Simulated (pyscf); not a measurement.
PySCF, gas phase, ωB97X-D3(BJ)/def2-SVP geometries. MP2 and CC: frozen core, UHF for open shells. ΔMP2 is the change of the MP2 total energy from the triple- to the quadruple-zeta basis.

**Question.** For GeH₂ (SMILES [GeH2]) [singlet] + CH₄ (SMILES C) → H₃C–GeH₃ (SMILES [CH3][GeH3]), an insertion (singlet surface; C–H broken, Ge–H, C–Ge formed), PBE/def2-TZVP gives ΔE‡ = 21.5 kcal/mol and ΔE = -33.6 kcal/mol (zero: the separated reactants). In which direction and how far do M06-2X/def2-TZVP, ωB97M-D3(BJ)/def2-TZVP, CCSD(T)/def2-TZVPP + ΔMP2(QZVPP) move these?

**Answer.** M06-2X: ΔE‡ = 30.2 kcal/mol, ΔE = -34.4 kcal/mol; ωB97M-D3(BJ): ΔE‡ = 31.4 kcal/mol, ΔE = -32.7 kcal/mol; CCSD(T): ΔE‡ = 26.4 kcal/mol, ΔE = -36.6 kcal/mol. PBE's barrier lies under all of them, by 4.9 to 9.9 kcal/mol. Its reaction energy lies among theirs. Low barriers are usual for a GGA, whose delocalisation error favours stretched bonds. On the reactant side the descent ends in a complex, 4.1 kcal/mol under the separated species and 33.6 kcal/mol under the saddle at ωB97X-D3(BJ)/def2-TZVP. At ωB97X-D3(BJ) the barrier from the zero used here is 29.5 kcal/mol. This is the saddle that the search found; another between the same sides may lie lower. The CCSD(T) − MP2 part came from Ansatz, without density fitting, on the same reference. The frozen core leaves the outer d or s,p core shells of the metals and heavy elements correlated in the MP2 and CC values, and def2-TZVPP describes them poorly, which can shift differences by a few kcal/mol. Elements up to Kr have no core potential and no relativistic terms here.
